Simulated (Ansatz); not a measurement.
A calculation with Ansatz (development build ahead of 0.2.0).

```yaml
crystal:
  periodic: [false, false, false]
  atoms:
    - { symbol: C, position_ang: [1.34926, 0.01997, -0.05638] }
    - { symbol: C, position_ang: [0.73157, 1.21219, -0.00439] }
    - { symbol: C, position_ang: [-0.75074, 1.16234, -0.0334] }
    - { symbol: C, position_ang: [-1.37989, -0.047, 0.0069] }
    - { symbol: C, position_ang: [-0.70368, -1.21291, -0.0288] }
    - { symbol: C, position_ang: [0.75071, -1.15876, 0.0028] }
    - { symbol: H, position_ang: [2.50204, 0.02013, -0.06333] }
    - { symbol: H, position_ang: [1.27108, 2.16122, -0.01513] }
    - { symbol: H, position_ang: [-1.26937, 2.1672, 0.04668] }
    - { symbol: H, position_ang: [-2.41842, 0.00236, 0.02392] }
    - { symbol: H, position_ang: [-1.24559, -2.17458, 0.04984] }
    - { symbol: H, position_ang: [1.2313, -2.19437, -0.00712] }
basis:
  gaussian: { orbitals: STO-3G }
hamiltonian:
  xc: hf
correlation:
  method: mp2
  frozen_orbitals: { C: 1, H: 0 }
```

The input is written out in the form of the current development build from the run's settings.

Results

```json
{"Converged": "yes", "Reference energy": "-227.84984 hartree", "Correlation energy": "-0.35154 hartree", "Total energy": "-228.20138 hartree", "Spin squared of the determinant": "0.000"}
```

Caution: no unrestricted run beside it, a lower state can exist.
